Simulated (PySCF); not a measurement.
# Atomic charges by several schemes

Compound: C4H6Cl2.
Z-matrix (Å and degrees, GFN2-xTB geometry), rows numbered from 1:
```
Cl
C   1  1.7895
C   2  1.5013  1  109.82
C   3  1.5044  2  119.52  1   -81.81
C   4  1.4934  3   60.17  2  -109.92
Cl  5  1.7564  3  119.75  4  -108.81
H   2  1.0904  1  106.78  3   121.12
H   2  1.0890  1  107.02  3  -121.21
H   3  1.0837  2  113.56  1    63.84
H   4  1.0789  3  117.31  5   107.82
H   4  1.0789  3  119.19  5  -107.85
H   5  1.0810  3  119.13  4   109.74
```

Density: PBE0/pcSseg-1 (PySCF); schemes: Mulliken, IAO, Hirshfeld and ESP-fitted. The structure is a single GFN2-xTB conformer in the gas phase; no vibrational or solvent corrections.

Task: Which atoms carry the highest charge in the Mulliken, IAO, Hirshfeld and ESP-fitted schemes?

Result: The schemes don't all agree: Mulliken H7 (+0.172); IAO H12 (+0.172); Hirshfeld H11 (+0.059); ESP-fitted H8 (+0.250).

Task: For which atoms does the sign change between the 4 schemes (beyond +0.03 e in one, beyond −0.03 e in another)?

Result: For none.

Task: Do the Mulliken, IAO, Hirshfeld and ESP-fitted schemes agree on where the charge is lowest?

Result: The schemes don't all agree: Mulliken C3 (-0.247); IAO C4 (-0.290); Hirshfeld C4 (-0.089); ESP-fitted C2 (-0.459).

Task: Tabulate the Mulliken, IAO, Hirshfeld and ESP-fitted charges.

Result: In e:

```json
{"atom": "Cl1", "environment": "alkyl chlorine", "Mulliken": "-0.159", "IAO": "-0.119", "Hirshfeld": "-0.083", "ESP-fitted": "-0.125"}
{"atom": "C2", "environment": "sp3 C–Cl carbon", "Mulliken": "-0.129", "IAO": "-0.234", "Hirshfeld": "-0.034", "ESP-fitted": "-0.459"}
{"atom": "C3", "environment": "three-membered-ring carbon", "Mulliken": "-0.247", "IAO": "-0.137", "Hirshfeld": "-0.048", "ESP-fitted": "+0.011"}
{"atom": "C4", "environment": "three-membered-ring carbon", "Mulliken": "-0.110", "IAO": "-0.290", "Hirshfeld": "-0.089", "ESP-fitted": "-0.331"}
{"atom": "C5", "environment": "sp3 C–Cl carbon", "Mulliken": "-0.192", "IAO": "-0.136", "Hirshfeld": "-0.013", "ESP-fitted": "-0.181"}
{"atom": "Cl6", "environment": "alkyl chlorine", "Mulliken": "-0.104", "IAO": "-0.079", "Hirshfeld": "-0.042", "ESP-fitted": "-0.108"}
{"atom": "H7", "environment": "methylene hydrogen", "Mulliken": "+0.172", "IAO": "+0.169", "Hirshfeld": "+0.051", "ESP-fitted": "+0.232"}
{"atom": "H8", "environment": "methylene hydrogen", "Mulliken": "+0.161", "IAO": "+0.169", "Hirshfeld": "+0.039", "ESP-fitted": "+0.250"}
{"atom": "H9", "environment": "methine hydrogen", "Mulliken": "+0.145", "IAO": "+0.159", "Hirshfeld": "+0.052", "ESP-fitted": "+0.154"}
{"atom": "H10", "environment": "methylene hydrogen", "Mulliken": "+0.149", "IAO": "+0.164", "Hirshfeld": "+0.053", "ESP-fitted": "+0.201"}
{"atom": "H11", "environment": "methylene hydrogen", "Mulliken": "+0.145", "IAO": "+0.163", "Hirshfeld": "+0.059", "ESP-fitted": "+0.162"}
{"atom": "H12", "environment": "methine hydrogen", "Mulliken": "+0.168", "IAO": "+0.172", "Hirshfeld": "+0.057", "ESP-fitted": "+0.193"}
```

Mean size of the charges over all atoms: ESP-fitted 0.200 e, IAO 0.166 e, Mulliken 0.157 e, Hirshfeld 0.052 e. Each set sums to the total charge, 0, to within 0.001 e. The Mulliken scheme gives each basis function's population to the atom it is centred on and halves the overlap population of two atoms between them.

Task: How many electrons does the Hirshfeld scheme count on Cl1?

Result: Z − q = 17 − (-0.083) = 17.083.

Task: How closely do the schemes follow one another over all atoms?

Result: Correlation coefficient and root-mean-square difference: IAO with ESP-fitted 0.94, 0.086 e; IAO with Hirshfeld 0.93, 0.124 e; Mulliken with IAO 0.91, 0.072 e; Mulliken with Hirshfeld 0.89, 0.115 e; Hirshfeld with ESP-fitted 0.81, 0.186 e; Mulliken with ESP-fitted 0.79, 0.142 e.
